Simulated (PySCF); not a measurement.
Gas-phase reaction: 2 HNC + 2 C3H4 (allene) ⇌ N2H2 + 4 C2H2 (acetylene)

Energies from PySCF, thermal terms from the rigid-rotor harmonic-oscillator model, ideal gas at 1 bar. Table values come from the NASA 1993 polynomials. † marks an energy on the PBE0/def2-TZVP geometry and frequencies; other levels use their own. MP2 freezes the core. 6-31G* has spherical d functions here. All species are closed-shell singlets. B3LYP is the form with VWN-RPA correlation. MP2 isn't extrapolated to the basis-set limit; its ΔH°(298 K) is 363.1 kJ in def2-SVP and 338.7 kJ in def2-TZVPP. The harmonic model lacks anharmonicity and excited electronic states, which grow with temperature; levels with a mode under 35 cm⁻¹ are left out. The table's entry may be an old estimate for HNC, N2H2 (not checked at source).

log10 K (1 bar standard state):

```json
[
 {"T (K)": "600", "table": "-24.2", "B3LYP/6-31G*": "-30.2", "B3LYP/def2-TZVP†": "-27.4", "HF/6-31G*": "-31.4", "MP2/def2-SVP†": "-25.0", "ωB97M-V/def2-TZVP†": "-28.2"},
 {"T (K)": "800", "table": "-16.5", "B3LYP/6-31G*": "-20.9", "B3LYP/def2-TZVP†": "-18.8", "HF/6-31G*": "-21.9", "MP2/def2-SVP†": "-17.1", "ωB97M-V/def2-TZVP†": "-19.4"},
 {"T (K)": "1000", "table": "-11.8", "B3LYP/6-31G*": "-15.2", "B3LYP/def2-TZVP†": "-13.7", "HF/6-31G*": "-16.2", "MP2/def2-SVP†": "-12.3", "ωB97M-V/def2-TZVP†": "-14.2"},
 {"T (K)": "2000", "table": "-2.5", "B3LYP/6-31G*": "-4.0", "B3LYP/def2-TZVP†": "-3.6", "HF/6-31G*": "-5.0", "MP2/def2-SVP†": "-2.9", "ωB97M-V/def2-TZVP†": "-3.8"},
 {"T (K)": "2500", "table": "-0.6", "B3LYP/6-31G*": "-1.8", "B3LYP/def2-TZVP†": "-1.6", "HF/6-31G*": "-2.8", "MP2/def2-SVP†": "-1.0", "ωB97M-V/def2-TZVP†": "-1.8"}
]
```
Ten kJ in ΔG° is worth 0.87 decades in K at 600 K and 0.21 at 2500 K.
